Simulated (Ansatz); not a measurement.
A nudged elastic band was laid between two geometries of BH₅S (7 atoms, charge 0, multiplicity 1).

The calculation used Ansatz, RKS B3LYP-D4/def2-SVP.

| Item | Value |
| --- | --- |
| movable images | 5 |
| climbing image | yes |
| spring | 20.0 eV/Å² |
| optimiser | quadratic models (default) |
| start path | through a guess of the saddle point |
| force threshold | 0.05 eV/Å |
| iteration limit | 60 |
| end points | relaxed |

First end point:

```xyz
7
Properties=species:S:1:pos:R:3
B -0.002 -0.017 0.008
H -0.560 0.456 0.974
H 1.184 0.224 -0.106
H -0.624 -0.013 -1.036
S 0.090 -2.038 0.351
H -1.177 -2.340 0.729
H 0.553 -2.109 1.624
```

Last end point:

```xyz
7
Properties=species:S:1:pos:R:3
B 0.222 -0.552 -0.821
H -0.285 -0.045 3.172
H 1.290 -0.010 -0.916
H -0.805 -0.024 -1.150
S 0.251 -2.200 -0.156
H -1.075 -2.475 -0.191
H -0.133 -0.531 2.606
```

(1) Which bonds break or form, and what moves?

(2) Give the energies along the band, and the barrier.

(3) What is the geometry of the highest image?

The band took 15 iterations and roughly 90 core-seconds.

Results:

(1) Bonds broken: B1–H2, S5–H7. Bonds formed: H2–H7. BH5S becomes BH3S + H2.

(2) The forces met the threshold. The highest image is number 2 of 0 to 6, 70.4 kJ/mol above the first end and 95.9 kJ/mol above the last; the last end lies 25.5 kJ/mol below the first. Another band between the same ends (5 images) ends at a top of the same energy, where a vibrational analysis finds 1 clearly imaginary mode. The orbitals stay closed-shell, which can raise the energy where a bond breaks towards radicals; this wasn't checked here.

```tsv
image	path coordinate (Å)	energy (kJ/mol)	B1–H2 (Å)	S5–H7 (Å)	H2–H7 (Å)
0	0.00	0.0	1.21	1.36	2.87
1	0.96	19.4	1.21	1.35	2.13
2	1.91	70.4	1.29	1.62	1.13
3	2.74	12.5	1.93	2.41	0.77
4	3.57	-20.2	2.67	3.01	0.76
5	4.41	-24.9	3.47	3.36	0.76
6	5.24	-25.5	4.06	3.25	0.76
```

(3) 
```xyz
7
Properties=species:S:1:pos:R:3
B 0.098 -0.262 0.055
H -0.146 0.180 1.242
H 1.216 0.088 -0.216
H -0.861 -0.039 -0.631
S 0.254 -2.292 0.426
H -1.071 -2.571 0.396
H -0.026 -0.943 1.272
```

The run took 90 s on 1 thread of Arm Neoverse V2, on a shared host, peak memory 0.1 GiB.
